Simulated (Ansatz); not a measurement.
**CH₅ClSi: basis-set convergence**

Aim: see how fast density functionals converge with the basis set for CH₅ClSi.

Program: Ansatz 0.2.0, Gaussian basis. Level of theory: one geometry, several basis sets. These are calculated values, not measurements.

Plan: PBE0-D4/def2-SVP; ωB97M-V/def2-SVP; PBE0-D4/def2-QZVPP; ωB97M-V/def2-QZVPP; the functionals' def2-TZVPP values are taken from earlier runs.

## 1. Structure used throughout

The geometry comes from an earlier relaxation with PBE0-D4 in a triple-zeta def2 set; it is a stationary point, not always the lowest conformer.

8 atoms, charge 0, spin multiplicity 1.

Atoms are counted from 1 here; the program's logs count them from 0.

Bond lengths: C1–Si2 1.857 Å, C1–H4 1.094 Å, C1–H5 1.092 Å, C1–H6 1.092 Å, Si2–Cl3 2.062 Å, Si2–H7 1.483 Å, Si2–H8 1.483 Å. Angles: Si2–C1–H4 110.0°, Si2–C1–H5 110.8°, Si2–C1–H6 110.8°, H4–C1–H5 108.4°, H4–C1–H6 108.4°, H5–C1–H6 108.5°, C1–Si2–Cl3 109.6°, C1–Si2–H7 111.5°, C1–Si2–H8 111.6°, Cl3–Si2–H7 107.2°, Cl3–Si2–H8 107.2°, H7–Si2–H8 109.5°.

## 2. PBE0-D4 in def2-SVP

Input file in.yaml:

```yaml
crystal:
  periodic: [false, false, false]
  atoms:
    - {symbol: C, position_ang: [-0.612048, 0.785387, -0.172981]}
    - {symbol: Si, position_ang: [0.439656, -0.728789, 0.049345]}
    - {symbol: Cl, position_ang: [1.888048, -0.363915, 1.471107]}
    - {symbol: H, position_ang: [-1.381260, 0.598876, -0.927632]}
    - {symbol: H, position_ang: [-0.006517, 1.632718, -0.500579]}
    - {symbol: H, position_ang: [-1.105778, 1.054797, 0.762754]}
    - {symbol: H, position_ang: [1.139105, -1.095528, -1.206346]}
    - {symbol: H, position_ang: [-0.361217, -1.883555, 0.524323]}
basis:
  gaussian: {orbitals: def2-SVP}
hamiltonian: {xc: pbe0, dispersion: d4}
output: {orbitals: {seedname: orbitals}}
```

After this run come: ωB97M-V in def2-SVP; PBE0-D4 in def2-QZVPP; ωB97M-V in def2-QZVPP.

**Question.** What will the summary of the whole plan be? Wanted: PBE0-D4: double and triple zeta above quadruple; ωB97M-V: double and triple zeta above quadruple.

The runs gave:

```
                                       quantity          value
PBE0-D4: double and triple zeta above quadruple  9.12, 0.71 eV
ωB97M-V: double and triple zeta above quadruple  9.17, 0.67 eV
```

**Reading.** For PBE0-D4 the step from double to triple zeta gains 8.41 eV and the next only 0.71 eV. Total energies overstate the basis error of differences, where much of it tends to cancel. The LUMO of ωB97M-V is positive and keeps falling with the basis (2.85 to 1.60 eV): an unbound level that the basis holds in place.
